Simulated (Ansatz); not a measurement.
A run of Ansatz (development build ahead of 0.2.0) on doublet C2H at this shape:

| atom | x (Å) | y (Å) | z (Å) |
| --- | --- | --- | --- |
| H | -0.0046 | -0.0658 | -1.5099 |
| C | -0.0280 | -0.1393 | -0.4778 |
| C | 0.0226 | 0.0452 | 0.8875 |

Its results:

```
Converged                       : yes
Reference energy                : -75.17236 hartree
Correlation energy              : -0.05496 hartree
Total energy                    : -75.22732 hartree
Spin squared of the determinant : 1.989
```

Which input gives this output? Name the method, the orbitals and the basis set, and write the input.

UHF-MP2 in STO-3G.

```yaml
crystal:
  periodic: [false, false, false]
  atoms:
    - { symbol: H, position_ang: [-0.00465, -0.06577, -1.50991] }
    - { symbol: C, position_ang: [-0.02798, -0.13933, -0.47775] }
    - { symbol: C, position_ang: [0.02259, 0.04519, 0.88752] }
basis:
  gaussian: { orbitals: STO-3G }
magnetization:
  spin_polarized: true
  initial_magnetization: 1
hamiltonian:
  xc: hf
correlation:
  method: mp2
  frozen_orbitals: { C: 1, H: 0 }
```

Caution: bonds are stretched, where a single reference can fail; the unrestricted determinant is a mixture of spin states.
